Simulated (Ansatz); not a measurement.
Input file:

```yaml
crystal:
  periodic: [false, false, false]
  atoms:
    - {symbol: Ge, position_ang: [-0.015433, -0.009008, 2.147633]}
    - {symbol: Al, position_ang: [-0.016266, -0.025151, -0.251964]}
    - {symbol: H, position_ang: [0.031698, 0.034159, -1.895669]}
basis:
  gaussian: {orbitals: STO-3G}
magnetization: {spin_polarized: false, initial_magnetization: 2}
correlation: {method: sc_nevpt2, electrons: outside_noble_gas, active_space: {window: {electrons: 2, orbitals: 1}}}
scf: {omitted_lower_state_checks: [cluster_reference]}
```

```sh
$ ansatz run in.yaml --threads 1 --pin off --events-out ev --progress --plain --max-ram 2393MiB
```

One thing in this input was set wrong on purpose, beside settings that are merely unusual. What is the gravest fault, and what does the program do?

Impossible active window. How the run ends: stopped by an error.
```
these checks for a lower state are left out or cut short: cluster_reference
277 factors; integrals over basis functions are off by at most 1.9e-5 eV
mean field evaluation 1: about -62345.6953 eV, gradient 1.4e1 eV
mean field evaluation 2: about -62345.6963 eV, gradient 1.4e1 eV
mean field evaluation 4: about -62346.7210 eV, gradient 2.5e0 eV
mean field evaluation 8: about -62346.7641 eV, gradient 7.2e-3 eV
mean field evaluation 16: about -62343.9067 eV, gradient 3.1e0 eV
mean field -62346.76407936 eV, -2291.2013197620 hartree, gradient 8.0e-6 eV, S^2 2.000000; 2 other end points of the search recorded, 0 dependent functions left out
reference -62346.76407936 eV, -2291.2013197620 hartree; 24, 22 occupied and 4, 6 virtual orbitals, 277 factors
Error: 2 electrons in 1 orbitals form no window around the highest filled level of the reference
```
